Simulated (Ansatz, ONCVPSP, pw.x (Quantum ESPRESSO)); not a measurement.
**pw.x on bcc W: one setting changed**

Potential: optimised norm-conserving Vanderbilt (ONCV), ONCVPSP 4.0.1.1 (patched build), PBE; core [Kr] 4d10 4f14, reference 5s2 5p6 5d4 6s2; waves: 5s+6s: rc 1.90 bohr, ncon 4, nbas 8, qcut 7.7 1/bohr, 3 projectors, debl 0.3 Ha; 5p: rc 1.85 bohr, ncon 4, nbas 8, qcut 8 1/bohr, 2 projectors, debl 0.6 Ha; 5d: rc 2.85 bohr, ncon 4, nbas 9, qcut 6.6 1/bohr, 1 projector; local part: polynomial inside 1.40 bohr (lpopt 5, dvloc0 0 Ha); core correction: none. In the p channel the program set the typed energies aside and used -1.588, 0.250 Ha.

The reference run (k-mesh 14³, cutoffs 55/220 Ry, Fermi–Dirac 0.01 Ry, mixing_beta 0.4, conv_thr 1e-9, no spin) gives -2.52 GPa at 16.130 Å³/atom, where all-electron LAPW gives 0.30 GPa. This run, with its own iteration cap, changes k-mesh shift to 1.

```
&control
  calculation='scf', prefix='x', pseudo_dir='./', outdir='./tmp', tstress=.true., disk_io='none'
/
&system
  ibrav=0, nat=1, ntyp=1, ecutwfc=55, ecutrho=220, nbnd=15,
  occupations='smearing', smearing='fd', degauss=0.01
/
&electrons
  conv_thr=1e-09, mixing_beta=0.4, electron_maxstep=70
/
ATOMIC_SPECIES
W 1.0 W.UPF
CELL_PARAMETERS angstrom
  -1.59168867 1.59168867 1.59168867
  1.59168867 -1.59168867 1.59168867
  1.59168867 1.59168867 -1.59168867
ATOMIC_POSITIONS crystal
W 0.0000 0.0000 0.0000
K_POINTS automatic
14 14 14 1 1 1
```

```bash
pw.x < W.scf.in > W.scf.out
```

Problem. How does the run end?

Solution. It converges in 8 iterations; the free energy moves by -6.3 meV/atom and the pressure by -0.10 GPa.

```
Message from routine setup:
     using ibrav=0 with symmetry is DISCOURAGED, use correct ibrav instead
     lattice parameter (alat)  =       5.2098  a.u.
     unit-cell volume          =     108.8506 (a.u.)^3
     number of electrons       =        14.00
     number of Kohn-Sham states=           15
     kinetic-energy cutoff     =      55.0000  Ry
     charge density cutoff     =     220.0000  Ry
     scf convergence threshold =      1.0E-09
     Exchange-correlation= PBE
     number of k points=   100  Fermi-Dirac smearing, width (Ry)=  0.0100
     iteration #  1     ecut=    55.00 Ry     beta= 0.40
     total energy              =    -137.00719515 Ry
     estimated scf accuracy    <       0.03821224 Ry
     iteration #  2     ecut=    55.00 Ry     beta= 0.40
     total energy              =    -137.00758033 Ry
     estimated scf accuracy    <       0.00648176 Ry
     iteration #  3     ecut=    55.00 Ry     beta= 0.40
     total energy              =    -137.00836091 Ry
     estimated scf accuracy    <       0.00039705 Ry
     iteration #  4     ecut=    55.00 Ry     beta= 0.40
     total energy              =    -137.00837792 Ry
     estimated scf accuracy    <       0.00000381 Ry
     iteration #  5     ecut=    55.00 Ry     beta= 0.40
     total energy              =    -137.00837900 Ry
     estimated scf accuracy    <       0.00000020 Ry
     iteration #  6     ecut=    55.00 Ry     beta= 0.40
     total energy              =    -137.00837902 Ry
     estimated scf accuracy    <          4.6E-09 Ry
     iteration #  7     ecut=    55.00 Ry     beta= 0.40
     total energy              =    -137.00837902 Ry
     estimated scf accuracy    <          1.2E-09 Ry
     iteration #  8     ecut=    55.00 Ry     beta= 0.40
     the Fermi energy is    21.9830 ev
!    total energy              =    -137.00837902 Ry
     estimated scf accuracy    <          8.7E-12 Ry
     smearing contrib. (-TS)   =      -0.00205280 Ry
     The total energy is F=E-TS. E is the sum of the following terms:
     one-electron contribution =     -19.68471245 Ry
     hartree contribution      =      16.50824179 Ry
     xc contribution           =     -15.25871442 Ry
     ewald contribution        =    -118.57114115 Ry
     convergence has been achieved in   8 iterations
          total   stress  (Ry/bohr**3)                   (kbar)     P=      -26.25
     Message from routine punch:
     Nothing written, as per user request (disk_io='none')
```

The run took about 11 s on one core of a shared host (Neoverse-V1, 32 threads, 126 GiB, load 17).
